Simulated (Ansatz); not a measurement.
For rock-salt CaO, RPBE in Ansatz (plane waves, PAW) gives:

| Item | Result |
|---|---|
| equilibrium lattice constant a | 4.890 Å |
| bulk modulus B0 | 94.8 GPa |
| band gap at the measured cell | 3.76 eV |

**Question.** What does Hartree–Fock (Ansatz, an electronic-structure program, PAW) give for the same quantities?

**Answer.** 
- lattice constant a: 4.858 Å (falls by 0.7 %)
- bulk modulus: 116 GPa (rises by 22 %)
- band gap at the measured cell: 13.97 eV (goes up by 10.21 eV)

For comparison: lattice constant a 4.781 Å (measured, zero-point anharmonic expansion removed; as tabulated in Chen et al. (2018), doi:10.1103/physrevmaterials.2.073803); bulk modulus 120 GPa (measured, low temperature, extrapolated to 0 K; as tabulated in Chen et al. (2018), doi:10.1103/physrevmaterials.2.073803).

Changes are worked out from the printed values.

Unless a cell is named, each level is at its own relaxed cell (RPBE 14.61, Hartree–Fock 14.33 Å³/atom).

Density-functional gaps are differences of (generalised) Kohn–Sham levels.

Ansatz's density-functional and Hartree–Fock values are scalar-relativistic unless marked +SOC, with PAW data made under PBE.
